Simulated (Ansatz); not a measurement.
System: bcc W. Method: PBEsol (plane waves, PAW; Ansatz, an electronic-structure program).

A relaxed, unreconstructed slab of the (211) face has 12 atoms, two equal faces of 12.185 Å² each and an energy of -123073.0733 eV. A bulk cell of 6 atoms with the same orientation and in-plane k mesh has -61539.4058 eV. Energies are extrapolated to zero smearing.

Numerical settings: plane-wave cutoff 500 eV, 12×20×1 k mesh (along the axes of the cell as run), Fermi–Dirac smearing 0.1 eV, scalar-relativistic PAW data made under PBE.

Worked out: γ = (E_slab − N E_bulk per atom)/2A = [-123073.0733 − 12 × (-61539.4058/6)]/(2 × 12.185) = 0.2355 eV/Å². With 16.022 J/m² per eV/Å² this is 3.77 J/m², or 2.87 eV per surface cell and face.
